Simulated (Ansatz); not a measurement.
# C2HClOS: up Jacob's ladder to CCSD(T)

How much do the methods differ for C2HClOS? The plan is to run it at one geometry with functionals of several rungs and with coupled cluster. The yardstick is the atomisation energy at the CCSD(T) limit.

Method: functionals in def2-TZVPP, the program's frozen cores in correlated methods; program: Ansatz 0.2.0, Gaussian basis.

Levels to be run: LDA (SPW92), PBE-D4, revPBE-D4, BLYP-D4, r2SCAN-D4, B97M-V, PBE0-D4, B3LYP-D4, r2SCANh-D4, r2SCAN0-D4, HSE06-D4, BHLYP-D4, CAM-B3LYP-D4, LC-ωPBE, ωB97X-V, ωB97M-V, B2PLYP, PBE-QIDH; CCSD(T)/def2-SVP; CCSD(T)/def2-TZVPP; MP2/def2-QZVPP; extrapolation to the limit; RPA on PBE.

## Step 1: The geometry

All runs share one geometry, relaxed beforehand with PBE0-D4 in a triple-zeta def2 set.

6 atoms, charge 0, spin multiplicity 1.

Atoms are counted from 1 here; the program's logs count them from 0.

Bond lengths: S1–C2 1.584 Å, C2–O3 1.331 Å, C2–C4 1.440 Å, O3–C4 1.459 Å, C4–Cl5 1.726 Å, C4–H6 1.084 Å. Angles: S1–C2–O3 140.6°, S1–C2–C4 155.9°, O3–C2–C4 63.4°, C2–O3–C4 61.9°, C2–C4–O3 54.7°, C2–C4–Cl5 121.4°, C2–C4–H6 122.4°, O3–C4–Cl5 116.7°, O3–C4–H6 114.3°, Cl5–C4–H6 113.2°.

## Step 2: LDA

This LDA is Slater exchange with PW92 correlation.

The input, in.yaml:

```yaml
crystal:
  periodic: [false, false, false]
  atoms:
    - {symbol: S, position_ang: [-0.684076, -1.636265, 1.568051]}
    - {symbol: C, position_ang: [-0.411376, -0.599994, 0.400924]}
    - {symbol: O, position_ang: [-1.050598, 0.045592, -0.571860]}
    - {symbol: C, position_ang: [0.375967, 0.301138, -0.399599]}
    - {symbol: Cl, position_ang: [0.818938, 1.865829, 0.178750]}
    - {symbol: H, position_ang: [0.993244, -0.040199, -1.222365]}
basis:
  gaussian: {orbitals: def2-TZVPP}
hamiltonian: {xc: lda}
output: {orbitals: {seedname: orbitals}}
```

Launch:

```sh
$ ansatz run in.yaml --threads 2 --pin off --events-out ev --progress --plain --max-ram 4352MiB
```

After this run come: PBE-D4 (GGA); revPBE-D4 (GGA); BLYP-D4 (GGA); r2SCAN-D4 (meta-GGA); B97M-V (meta-GGA); PBE0-D4 (hybrid); B3LYP-D4 (hybrid); r2SCANh-D4 (hybrid); r2SCAN0-D4 (hybrid); HSE06-D4 (hybrid); BHLYP-D4 (hybrid); CAM-B3LYP-D4 (range-separated); LC-ωPBE (range-separated); ωB97X-V (range-separated); ωB97M-V (range-separated); B2PLYP (double hybrid); PBE-QIDH (double hybrid); CCSD(T) in def2-SVP; CCSD(T) in def2-TZVPP; MP2 in def2-QZVPP; RPA on PBE orbitals.

Q: Predict the results of all the runs planned. Wanted: atomisation energy, CCSD(T)/CBS; farthest beyond LDA; mean size of error, GGA; mean size of error, meta-GGA; mean size of error, hybrid; mean size of error, range-separated; mean size of error, double hybrid; gap, smallest and largest; T1 diagnostic.

As calculated:

| quantity | value |
| --- | --- |
| atomisation energy, CCSD(T)/CBS | 547.2 kcal/mol |
| functionals within 2.7 kcal/mol (0.5 %) | B3LYP-D4, CAM-B3LYP-D4, PBE-QIDH |
| farthest beyond LDA | PBE-D4 (+43.0 kcal/mol) |
| mean size of error, GGA | 24.9 kcal/mol |
| mean size of error, meta-GGA | 12.1 kcal/mol |
| mean size of error, hybrid | 13.8 kcal/mol |
| mean size of error, range-separated | 4.2 kcal/mol |
| mean size of error, double hybrid | 3.7 kcal/mol |
| gap, smallest and largest | 2.91 eV (LDA (SPW92)), 10.08 eV (LC-ωPBE) |
| T1 diagnostic | 0.0164 |
| triples share of the correlation energy | 5.0 % |

In words: LDA overbinds by 133.4 kcal/mol (24 %). PBE-D4 misses by +43.0 kcal/mol. Double hybrids carry the basis error of their MP2 part in triple zeta, and no dispersion term here, so their miss is partly the set-up's. Taken by rung, double hybrid functionals do best (3.7 kcal/mol on average) and GGA ones worst beyond LDA (24.9 kcal/mol). The gap between the best rungs is small, so their order is not settled. The reference freezes the cores and leaves out relativity and excitations past (T), so misses under about 2.7 kcal/mol can't be ranked. Hartree-Fock recovers 61 % of the binding; the rest is correlation. CCSD(T) in def2-SVP is off by -37.2 kcal/mol, worse than the median functional, from the basis alone. The gap grows from 2.9 to 10.1 eV across the functionals, mostly with the share of exact exchange.
